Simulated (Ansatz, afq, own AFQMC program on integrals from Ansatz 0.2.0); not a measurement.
# AlGeH, triplet: AFQMC among the cluster methods

```xyz
3

Ge    0.0000   -0.0088    0.6666
Al    0.0000   -0.0265   -1.7820
H     0.0000    1.3471   -0.3412
```

Connectivity, by distances: Ge–Al, 1 bridging H.

Basis cc-pVDZ. Noble-gas cores (and the filled d shells of Ga–Kr and In–Xe) are frozen. Integrals, coupled cluster, full CI and functionals: Ansatz 0.2.0; the random walks run on the same integrals in our own AFQMC program. ph-AFQMC/CISD is guided by a CISD state made of CCSD amplitudes; releasing the constraint for a short imaginary time cuts its bias at the price of noise, slowly where states lie close. Uncertainties: one standard error, sampling alone. No spin–orbit coupling.

Determinant: UHF, the one that the program's search chose, which needn't be the lowest solution. The geometry is a point of a scan.

No full CI on the walks' own integrals is used here; CCSDT(Q) serves as the reference and is uncertain by about the last step of the cluster series.

Cautions: no relativity below Rb; no spin-orbit coupling; inner d shell frozen; lower spins were not checked; unrestricted determinant slightly spin contaminated (⟨S²⟩ 2.07 against 2.00).

The T1 diagnostic is 0.0367. The weight of the determinant in the CISD state is 0.854, the ⟨S²⟩ of the determinant is 2.075 and the size of the correlated space is 8 electrons in 31 orbitals.

Reference: CCSDT(Q), correlation energy -4.177 eV. The released energy is read at 2.40 1/Eh (meV from the phaseless value at times in 1/Eh: -3 ± 8 at 0.24, -6 ± 7 at 0.51, -6 ± 7 at 0.99, -19 ± 7 at 1.62, -21 ± 9 at 2.40).

```tsv
level	E − E(reference) (mEh)	share of correlation (%)
HF	153.50	0.00
MP2	40.92	73.35
CCSD	7.83	94.90
CCSD(T)	1.89	98.77
CCSDT	0.39	99.75
ph-AFQMC/HF	5.21 ± 1.37	96.61
ph-AFQMC/CISD	0.99 ± 0.40	99.35
released AFQMC	0.21 ± 0.32	99.86
```

A walk keeps the symmetry of its determinant, which the program's search chose and which needn't be the lowest solution, so a lower state of the same spin and another symmetry isn't excluded. Released energies are given only where the last usable release times agree within the noise; a slower fall can still hide under it.
